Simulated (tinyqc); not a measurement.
Worked calculation: RHF in the sto-3g basis, for H2F+, spin multiplicity 1. One step of it, computed by the program tinyqc.

Question. Iteration 2: DIIS coefficients. Solve [B -1; -1 0][c; lambda] = [0; -1] for the coefficients, which sum to one.

B (overlaps of the stored error matrices):
```
                1               2
1   6.9616218e+00  -2.8667559e-01
2  -2.8667559e-01   5.3397563e-01
```

Give: DIIS coefficients.

Answer.

DIIS coefficients: 0.1017  0.8983
